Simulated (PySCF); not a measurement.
## MgH at UHF-MP2

Level: UHF-MP2. PySCF, no relativity, basis sets Mg pcseg-2, H pcseg-2.

```json
{
 "state": "²Σ⁺ (doublet), unpaired electrons σ ↑",
 "bond length": "1.728 Å",
 "harmonic wavenumber": "1562 cm⁻¹",
 "force constant": "1.39 mdyn/Å",
 "rotational constant Be": "5.835 cm⁻¹",
 "anharmonicity ωexe": "22.3 cm⁻¹",
 "vibration–rotation constant αe": "0.117 cm⁻¹",
 "well depth De to Mg + H": "1.36 eV",
 "dissociation energy D0": "1.26 eV"
}
```

Correlated steps freeze 1 core orbital. The state is the lowest determinant that a PBE0 search found; another state may lie lower at other levels.
